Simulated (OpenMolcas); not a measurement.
# C2H2Cl2F2 (1,1-dichloro-2,2-difluoroethane): a chain of runs

Aim: a single-point energy (HF/ANO-S-VDZP), then the energy (CASSCF(10,10)/ANO-S-VDZP), then the energy (CASPT2(10,10)/ANO-S-VDZP) of C2H2Cl2F2 (1,1-dichloro-2,2-difluoroethane). 

Program for the calculation: OpenMolcas 26.06.

**1. The structure to begin with**

C2H2Cl2F2 has 8 atoms, charge 0, and is taken as a singlet. SMILES: `FC(F)C(Cl)Cl`. The shape is that of a GFN2-xTB optimisation. This is one conformer, not always the lowest.

Bond lengths: F1–C2 1.347 Å, C2–F3 1.347 Å, C2–C4 1.530 Å, C4–Cl5 1.774 Å, C4–Cl6 1.771 Å, C2–H7 1.100 Å, C4–H8 1.093 Å. Some angles: F1–C2–F3 106.4°, F1–C2–C4 110.0°, F3–C2–C4 110.0°, C2–C4–Cl5 108.9°, C2–C4–Cl6 109.0°, Cl5–C4–Cl6 110.7°, F1–C2–H7 108.8°, F3–C2–H7 108.8°, C4–C2–H7 112.8°, C2–C4–H8 110.7°.

**2. A single-point energy at HF/ANO-S-VDZP (RICD fitting) (run 1)**

Input file step1.input:

```
&gateway
  coord
  8
  angstrom
  F        0.429650      -1.143340       1.314460
  C        0.668740      -0.312960       0.280610
  F        1.300180      -1.046470      -0.656940
  C       -0.652620       0.221360      -0.276700
  Cl      -0.307900       1.263060      -1.670270
  Cl      -1.486900       1.131970       0.993280
  H        1.343760       0.487650       0.617940
  H       -1.294920      -0.601280      -0.602380
  basis=ANO-S-VDZP
  group=NoSym
  ricd

&seward

&scf
  prorbitals=0
```

Run with:

```bash
export MOLCAS_MEM=1860
pymolcas step1.input > step1.log
```

What it wrote:

```text
--- Start Module: gateway ---
[...]
--- Stop Module: gateway /rc=_RC_ALL_IS_WELL_ ---
[...]
--- Start Module: seward ---
[...]
      Basis functions          102
--- Stop Module: seward /rc=_RC_ALL_IS_WELL_ ---
[...]
--- Start Module: scf ---
[...]
       Convergence after  12 Iterations
[...]
::    Total SCF energy                              -1194.8541452130
[...]
      Total spin, S                                     0.0000000000
[...]
      Total electronic charge=   66.000000
      Total            charge=   -0.000000
[...]
      Dipole Moment (debye):
      Origin of the operator (angstrom)=   -0.2214    0.3056   -0.0830
                   X= -2.6809E-01               Y=  5.2177E-01               Z= -8.3381E-02           Total=  5.9251E-01
      Quadrupole Moment (debye*angstrom):
[...]
--- Stop Module: scf /rc=_RC_ALL_IS_WELL_ ---
[...]
```

Wall time 17 s (1 thread of Intel Xeon at 2.50GHz (Skylake/Cascade Lake), shared host); peak memory 0.082 GiB.

**3. A single-point energy at CASSCF(10,10)/ANO-S-VDZP (RICD fitting) (run 2)**

Input file step2.input:

```
>>> EXPORT MOLCAS_PRINT=2

&gateway
 coord
 8
 angstrom
 F        0.429650      -1.143340       1.314460
 C        0.668740      -0.312960       0.280610
 F        1.300180      -1.046470      -0.656940
 C       -0.652620       0.221360      -0.276700
 Cl      -0.307900       1.263060      -1.670270
 Cl      -1.486900       1.131970       0.993280
 H        1.343760       0.487650       0.617940
 H       -1.294920      -0.601280      -0.602380
 basis=ANO-S-VDZP
 group=NoSym
 ricd

&seward

&rasscf
 fileorb=$CurrDir/step1.ScfOrb
 spin=1
 nactel=10 0 0
 inactive=28
 ras2=10
 orblisting=Nothing
 orbappear=Compact
```

Run with:

```bash
export MOLCAS_MEM=1860
pymolcas step2.input > step2.log
```

What it wrote:

```text
--- Start Module: gateway ---
[...]
--- Stop Module: gateway /rc=_RC_ALL_IS_WELL_ ---
[...]
--- Start Module: seward ---
[...]
      Basis functions          102
--- Stop Module: seward /rc=_RC_ALL_IS_WELL_ ---
[...]
--- Start Module: rasscf ---
[...]
      Number of active orbitals                 10
[...]
      Spin quantum number                      0.0
[...]
      Active orbitals                           10
[...]
      Number of CSFs                         19404
[...]
      Number of root(s) required                 1
[...]
      Convergence after 64 iterations
[...]
      printout of CI-coefficients larger than  0.05 for root  1
      energy=   -1194.938950
      conf/sym  1111111111     Coeff  Weight
             1  2222200000   0.97280 0.94633
            29  2222002000  -0.06200 0.00384
            73  2u22dud000  -0.09202 0.00847
           207  2022220000  -0.07109 0.00505
           246  0222200020  -0.09202 0.00847
      Natural orbitals and occupation numbers for root  1
      sym 1:   1.982005   1.968489   1.987162   1.985853   1.966720   0.036207   0.029934   0.014949   0.018000   0.010682
      ************************************************************************************************************************
      *                                                    Final results                                                     *
[...]
::    RASSCF root number  1 Total energy:  -1194.93894990
[...]
      Total electronic charge=   66.000000
      Total            charge=   -0.000000
[...]
      Dipole Moment (debye):
      Origin of the operator (angstrom)=   -0.2214    0.3056   -0.0830
                   X= -3.3649E-01               Y=  6.4936E-01               Z= -1.0858E-01           Total=  7.3938E-01
      Quadrupole Moment (debye*angstrom):
[...]
--- Stop Module: rasscf /rc=_RC_ALL_IS_WELL_ ---
[...]
```

It took 1.9 min on 1 thread of Intel Xeon at 2.50GHz (Skylake/Cascade Lake), shared host; peak memory 0.082 GiB.

**4. A single-point energy at CASPT2(10,10)/ANO-S-VDZP (RICD fitting, ipea shift 0.25 Eh, pt2 variant SS) (run 3)**

Input file step3.input:

```
&GATEWAY
Coord
8
angstrom
F        0.429650      -1.143340       1.314460
C        0.668740      -0.312960       0.280610
F        1.300180      -1.046470      -0.656940
C       -0.652620       0.221360      -0.276700
Cl      -0.307900       1.263060      -1.670270
Cl      -1.486900       1.131970       0.993280
H        1.343760       0.487650       0.617940
H       -1.294920      -0.601280      -0.602380
Basis = ANO-S-VDZP
Group = NoSym
RICD
&SEWARD
&RASSCF
FileOrb = $CurrDir/step2.RasOrb
Spin = 1
Nactel = 10 0 0
Inactive = 28
Ras2 = 10
OrbListing = Nothing
OrbAppear = Compact
&CASPT2
Imaginary = 0.2
```

Run with:

```bash
export MOLCAS_MEM=1860
pymolcas step3.input > step3.log
```

What it wrote:

```text
--- Start Module: gateway ---
[...]
      Basis functions          102
[...]
--- Start Module: rasscf ---
[...]
      Number of active orbitals                 10
[...]
      Spin quantum number                      0.0
[...]
      Active orbitals                           10
[...]
      Number of CSFs                         19404
[...]
      Number of root(s) required                 1
[...]
      Convergence after  6 iterations
[...]
      printout of CI-coefficients larger than  0.05 for root  1
      energy=   -1194.938950
      conf/sym  1111111111     Coeff  Weight
             1  2222200000  -0.97280 0.94633
            29  2222002000   0.06201 0.00384
            73  2u22dud000   0.09204 0.00847
           207  2022220000   0.07110 0.00505
           246  0222200020   0.09202 0.00847
      Natural orbitals and occupation numbers for root  1
      sym 1:   1.982004   1.968490   1.987161   1.985853   1.966720   0.036206   0.029934   0.014950   0.018000   0.010682
      ************************************************************************************************************************
      *                                                    Final results                                                     *
[...]
::    RASSCF root number  1 Total energy:  -1194.93894990
[...]
      Total electronic charge=   66.000000
      Total            charge=   -0.000000
[...]
      Dipole Moment (debye):
      Origin of the operator (angstrom)=   -0.2214    0.3056   -0.0830
                   X= -3.3653E-01               Y=  6.4937E-01               Z= -1.0853E-01           Total=  7.3940E-01
      Quadrupole Moment (debye*angstrom):
[...]
      E2 (Variational):          -0.8616603944
      Total energy:           -1195.8006102988
[...]
      Reference weight:           0.79503
[...]
::    CASPT2 Root  1     Total energy:  -1195.80061030
[...]
```

Wall time 65 s (1 thread of Intel Xeon at 2.50GHz (Skylake/Cascade Lake), shared host); peak memory 0.091 GiB.

**5. Outcome**

```
                                                       quantity           value
                             run 1, HF/ANO-S-VDZP: total energy  -1194.85415 Eh
                            run 1, HF/ANO-S-VDZP: dipole moment          0.59 D
                              run 1, HF/ANO-S-VDZP: HOMO energy       -12.65 eV
                              run 1, HF/ANO-S-VDZP: LUMO energy         3.43 eV
                            run 1, HF/ANO-S-VDZP: HOMO–LUMO gap        16.09 eV
                  run 2, CASSCF(10,10)/ANO-S-VDZP: total energy  -1194.93895 Eh
run 2, CASSCF(10,10)/ANO-S-VDZP: dipole moment (CASSCF density)          0.74 D
                  run 3, CASPT2(10,10)/ANO-S-VDZP: total energy  -1195.80061 Eh
run 3, CASPT2(10,10)/ANO-S-VDZP: dipole moment (CASSCF density)          0.74 D
```

What this shows: Mulliken charges (run 2, CASSCF(10,10)/ANO-S-VDZP) run from -0.29 on F1 to +0.53 on C2.
